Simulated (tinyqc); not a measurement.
Coupled-perturbed Hartree-Fock on RHF in the sto-3g basis, for HF, spin multiplicity 1, step by step. Computed by tinyqc, a small Python program that keeps every step (integrals from PySCF). Settings: charge = 0, multiplicity = 1, basis = sto-3g, method = RHF, energy threshold = 1e-10, iteration cap = 66, orthogonalisation = canonical, start = Wolfsberg-Helmholz matrix, DIIS depth = 6. Command: `OMP_NUM_THREADS=1 python tinyqc.py 29681 29682 out.jsonl` (the two numbers bound the seeds that draw the settings). One thread of a shared host (Intel(R) Xeon(R) Processor @ 2.60GHz), about 0.1 s of CPU time with the checks. The early iterations of the SCF are left out here.

## One-electron integrals

Geometry (angstrom):
```
atom         x         y         z
F     0.000000  0.000000  0.000000
H     0.000000  0.000000  0.953000
```

Basis sto-3g: exponents (1/bohr^2) and contraction coefficients of normalised primitives:
```
element  l (shell)    exponent  coefficient
F            s (1)  166.679130     0.154329
F            s (1)   30.360812     0.535328
F            s (1)    8.216821     0.444635
F            s (2)    6.464803    -0.099967
F            s (2)    1.502281     0.399513
F            s (2)    0.488588     0.700115
F            p (3)    6.464803     0.155916
F            p (3)    1.502281     0.607684
F            p (3)    0.488588     0.391957
H            s (1)    3.425251     0.154329
H            s (1)    0.623914     0.535328
H            s (1)    0.168855     0.444635
```

Overlap, kinetic and nuclear-attraction integrals over the contracted functions; the nuclear repulsion is the sum of Za Zb / Rab.

nuclear repulsion = 4.99747628 hartree

overlap S, lower triangle:
```
           1F 1s     1F 2s    1F 2px    1F 2py    1F 2pz     2H 1s
1F 1s   1.000000
1F 2s   0.237990  1.000000
1F 2px  0.000000  0.000000  1.000000
1F 2py  0.000000  0.000000  0.000000  1.000000
1F 2pz  0.000000  0.000000  0.000000  0.000000  1.000000
2H 1s   0.045411  0.425076  0.000000  0.000000  0.336633  1.000000
```

kinetic energy T (hartree), lower triangle:
```
            1F 1s     1F 2s    1F 2px    1F 2py    1F 2pz     2H 1s
1F 1s   36.984577
1F 2s   -0.212858  1.037995
1F 2px   0.000000  0.000000  3.248015
1F 2py   0.000000  0.000000  0.000000  3.248015
1F 2pz   0.000000  0.000000  0.000000  0.000000  3.248015
2H 1s   -0.002238  0.110140  0.000000  0.000000  0.246812  0.760032
```

nuclear attraction V (hartree), lower triangle:
```
             1F 1s       1F 2s      1F 2px      1F 2py      1F 2pz      2H 1s
1F 1s   -77.564855
1F 2s    -9.308959  -12.093174
1F 2px    0.000000    0.000000  -11.964776
1F 2py    0.000000    0.000000    0.000000  -11.964776
1F 2pz   -0.013941   -0.168226    0.000000    0.000000  -12.071416
2H 1s    -1.829008   -3.949508    0.000000    0.000000   -2.769707  -6.039378
```

core Hamiltonian H = T + V (hartree), lower triangle:
```
             1F 1s       1F 2s     1F 2px     1F 2py     1F 2pz      2H 1s
1F 1s   -40.580278
1F 2s    -9.521816  -11.055178
1F 2px    0.000000    0.000000  -8.716761
1F 2py    0.000000    0.000000   0.000000  -8.716761
1F 2pz   -0.013941   -0.168226   0.000000   0.000000  -8.823401
2H 1s    -1.831246   -3.839368   0.000000   0.000000  -2.522894  -5.279346
```

## Two-electron integrals

Functions are numbered as in S; the eight-fold symmetry (ij|kl) = (ji|kl) = (kl|ij) leaves the list below.

Two-electron integrals (ij|kl) in chemists' order, unique and non-zero (hartree):
```
(11|11) 5.403501   (21|11) 0.841920   (21|21) 0.156299   (22|11) 1.268028
(22|21) 0.292344   (22|22) 0.926167   (31|31) 0.027998   (32|31) 0.043169
(32|32) 0.204588   (33|11) 1.264502   (33|21) 0.292403   (33|22) 0.925959
(33|33) 0.997514   (41|41) 0.027998   (42|41) 0.043169   (42|42) 0.204588
(43|43) 0.053770   (44|11) 1.264502   (44|21) 0.292403   (44|22) 0.925959
(44|33) 0.889973   (44|44) 0.997514   (51|51) 0.027998   (52|51) 0.043169
(52|52) 0.204588   (53|53) 0.053770   (54|54) 0.053770   (55|11) 1.264502
(55|21) 0.292403   (55|22) 0.925959   (55|33) 0.889973   (55|44) 0.889973
(55|55) 0.997514   (61|11) 0.163244   (61|21) 0.030035   (61|22) 0.055771
(61|33) 0.055688   (61|44) 0.055688   (61|51) 0.001230   (61|52) 0.002297
(61|55) 0.055946   (61|61) 0.005831   (62|11) 0.396819   (62|21) 0.092644
(62|22) 0.325548   (62|33) 0.320902   (62|44) 0.320902   (62|51) 0.006288
(62|52) 0.048263   (62|55) 0.334528   (62|61) 0.018040   (62|62) 0.138639
(63|31) 0.009897   (63|32) 0.057889   (63|53) 0.010260   (63|63) 0.020972
(64|41) 0.009897   (64|42) 0.057889   (64|54) 0.010260   (64|64) 0.020972
(65|11) 0.262792   (65|21) 0.062165   (65|22) 0.233912   (65|33) 0.223778
(65|44) 0.223778   (65|51) 0.013601   (65|52) 0.090982   (65|55) 0.253918
(65|61) 0.012635   (65|62) 0.122084   (65|65) 0.127693   (66|11) 0.534153
(66|21) 0.126761   (66|22) 0.512410   (66|33) 0.494492   (66|44) 0.494492
(66|51) 0.011281   (66|52) 0.120438   (66|55) 0.547641   (66|61) 0.024865
(66|62) 0.274072   (66|65) 0.280318   (66|66) 0.774606
```

## Orthogonalisation

S = U s U^T; canonical form X = U s^(-1/2), so that X^T S X = 1. Each column of U has its largest component positive (the first on a tie).

eigenvalues of S: 0.437806  0.845636  1.000000  1.000000  1.125033  1.591525

X:
```
                1          2         3          4          5         6
1F 1s    0.295920   0.761768  0.000000   0.000000  -0.587711  0.227478
1F 2s   -0.892714  -0.443442  0.000000   0.000000  -0.351807  0.465971
1F 2px   0.000000   0.000000  0.987716  -0.156262   0.000000  0.000000
1F 2py   0.000000   0.000000  0.156262   0.987716   0.000000  0.000000
1F 2pz  -0.607767   0.578913  0.000000   0.000000   0.607298  0.296539
2H 1s    1.015001  -0.265462  0.000000   0.000000   0.225564  0.521073
```

Within a degenerate level the vectors are fixed only up to a rotation; this is one choice.

## Iteration 7 (converged): orbitals

converged F (hartree), lower triangle:
```
             1F 1s      1F 2s     1F 2px     1F 2py     1F 2pz      2H 1s
1F 1s   -25.893533
1F 2s    -6.623016  -3.041753
1F 2px    0.000000   0.000000  -0.463174
1F 2py    0.000000   0.000000   0.000000  -0.463174
1F 2pz   -0.023149  -0.088055   0.000000   0.000000  -0.341091
2H 1s    -1.283977  -1.082258   0.000000   0.000000  -0.563780  -0.552234
```

Diagonalise F' = X^T F X, C = X C', fill 5 alpha and 5 beta electrons from the bottom; D = 2 C_occ C_occ^T. Each column has its largest component positive (the first on a tie).

F' = X^T F X (hartree), lower triangle:
```
           1           2          3          4           5          6
1  -0.088917
2  -2.454251  -10.840066
3   0.000000    0.000000  -0.463174
4   0.000000    0.000000   0.000000  -0.463174
5   1.792986   10.722344   0.000000   0.000000  -11.800993
6  -0.721220   -5.717774   0.000000   0.000000    6.358793  -4.615967
```

orbital energies (hartree): MO1 -25.903281, MO2 -1.460533, MO3 -0.574399, MO4 -0.463174, MO5 -0.463174, MO6 0.592270

coefficients C:
```
              MO1        MO2        MO3        MO4       MO5        MO6
1F 1s    0.994743  -0.250586   0.078536   0.000000  0.000000   0.080842
1F 2s    0.022283   0.946064  -0.412411   0.000000  0.000000  -0.518516
1F 2px   0.000000   0.000000   0.000000   0.983498  0.180917   0.000000
1F 2py   0.000000   0.000000   0.000000  -0.180917  0.983498   0.000000
1F 2pz   0.002690   0.078959   0.698299   0.000000  0.000000  -0.816948
2H 1s   -0.005368   0.150942   0.532953   0.000000  0.000000   1.056524
```

D after iteration 7, lower triangle:
```
            1F 1s      1F 2s    1F 2px    1F 2py    1F 2pz     2H 1s
1F 1s    2.116950
1F 2s   -0.494589   2.131234
1F 2px   0.000000   0.000000  2.000000
1F 2py   0.000000   0.000000  0.000000  2.000000
1F 2pz   0.075463  -0.426452  0.000000  0.000000  0.987727
2H 1s   -0.002615  -0.154228  0.000000  0.000000  0.768129  0.613703
```

Within a degenerate level the vectors are fixed only up to a rotation; this is one choice.

## Convergence

Stop when the energy changes by less than 1e-10 hartree and every element of the error matrix X^T (F D S - S D F) X is below 3e-06.

Course of the cycle:
```
iteration   E (hartree)     change  largest element of the error matrix
1          -98.30952753          -                             7.75e-01
2          -98.55265086  -2.43e-01                             1.64e-01
3          -98.57266885  -2.00e-02                             1.82e-02
4          -98.57283750  -1.69e-04                             2.03e-03
5          -98.57283945  -1.95e-06                             5.16e-05
6          -98.57283945  -2.14e-09                             3.34e-06
7          -98.57283945  -9.44e-12                             6.09e-10
```

PySCF RHF in the same basis = -98.57283945 hartree

Converged in 7 iterations.

## Integrals over molecular orbitals

(pq|rs) = sum C_ip C_jq C_kr C_ls (ij|kl), one index at a time.

one-electron integrals over orbitals h = C^T H C (hartree), lower triangle:
```
            1          2          3          4          5          6
1  -40.562095
2    0.704428  -9.146304
3   -0.210985   0.559919  -7.563832
4    0.000000   0.000000   0.000000  -8.716761
5    0.000000   0.000000   0.000000   0.000000  -8.716761
6   -0.220657   1.166952   1.888864   0.000000   0.000000  -6.112782
```

Two-electron integrals over orbitals (pq|rs), unique and non-zero (hartree):
```
(11|11) 5.362563    (21|11) -0.505593   (21|21) 0.075401    (22|11) 1.201610
(22|21) -0.019918   (22|22) 0.857240    (31|11) 0.158009    (31|21) -0.021680
(31|22) 0.012941    (31|31) 0.022814    (32|11) -0.144206   (32|21) 0.008478
(32|22) -0.021254   (32|31) 0.020944    (32|32) 0.156600    (33|11) 0.997209
(33|21) -0.010942   (33|22) 0.751668    (33|31) -0.005305   (33|32) -0.046981
(33|33) 0.762101    (41|41) 0.029600    (42|41) 0.039113    (42|42) 0.181246
(43|41) -0.011251   (43|42) -0.042161   (43|43) 0.047367    (44|11) 1.264007
(44|21) -0.014466   (44|22) 0.879117    (44|31) 0.004593    (44|32) -0.077318
(44|33) 0.750931    (44|44) 0.997514    (51|51) 0.029600    (52|51) 0.039113
(52|52) 0.181246    (53|51) -0.011251   (53|52) -0.042161   (53|53) 0.047367
(54|54) 0.053770    (55|11) 1.264007    (55|21) -0.014466   (55|22) 0.879117
(55|31) 0.004593    (55|32) -0.077318   (55|33) 0.750931    (55|44) 0.889973
(55|55) 0.997514    (61|11) 0.164057    (61|21) -0.026589   (61|22) 0.000383
(61|31) -0.008693   (61|32) -0.025029   (61|33) 0.012120    (61|44) 0.004504
(61|55) 0.004504    (61|61) 0.025506    (62|11) -0.240054   (62|21) 0.005301
(62|22) -0.127168   (62|31) -0.020226   (62|32) -0.047554   (62|33) -0.036904
(62|44) -0.125390   (62|55) -0.125390   (62|61) 0.015882    (62|62) 0.096661
(63|11) -0.359787   (63|21) 0.006291    (63|22) -0.169160   (63|31) 0.002208
(63|32) 0.094334    (63|33) -0.122402   (63|44) -0.198707   (63|55) -0.198707
(63|61) -0.006376   (63|62) 0.056072    (63|63) 0.179243    (64|41) -0.010542
(64|42) -0.041718   (64|43) -0.015007   (64|64) 0.031418    (65|51) -0.010542
(65|52) -0.041718   (65|53) -0.015007   (65|65) 0.031418    (66|11) 0.885004
(66|21) -0.008990   (66|22) 0.680077    (66|31) 0.015646    (66|32) 0.069734
(66|33) 0.669034    (66|44) 0.650267    (66|55) 0.650267    (66|61) -0.009628
(66|62) -0.066453   (66|63) -0.014975   (66|66) 0.712432
```

## Response to a field: uncoupled start

dipole integrals <a|z|i> (bohr):
```
           i1        i2        i3        i4        i5
a6  -0.044051  0.082315  0.944763  0.000000  0.000000
```

Field along z; U_ai = -mu_ai / (e_a - e_i), alpha = -4 sum U_ai mu_ai.

uncoupled U:
```
          i1         i2         i3        i4        i5
a6  0.001663  -0.040099  -0.809795  0.000000  0.000000
```

uncoupled polarisability = 3.073756 bohr^3

## Coupled step 1

U_ai = -(mu_ai + sum_bj [4 (ai|bj) - (ab|ij) - (aj|bi)] U_bj) / (e_a - e_i); alpha = -4 sum U_ai mu_ai.

U after step 1:
```
          i1         i2         i3        i4        i5
a6  0.000736  -0.008916  -0.897501  0.000000  0.000000
```

polarisability = 3.394770 bohr^3

## Coupled step 2

As before.

U after step 2:
```
          i1        i2         i3        i4        i5
a6  0.000526  0.001243  -0.910032  0.000000  0.000000
```

polarisability = 3.438743 bohr^3

## Coupled polarisability

Repeat until U stops changing; compare with -d2E/dF2.

Course of the coupled iterations:
```
step  alpha (bohr^3)
0           3.073756
1           3.394770
2           3.438743
3           3.446493
4           3.448078
5           3.448424
6           3.448501
7           3.448518
8           3.448522
9           3.448523
10          3.448523
11          3.448523
12          3.448523
```

coupled polarisability = 3.448523 bohr^3

finite-field check, fields of +/-0.001 au = 3.448523 bohr^3
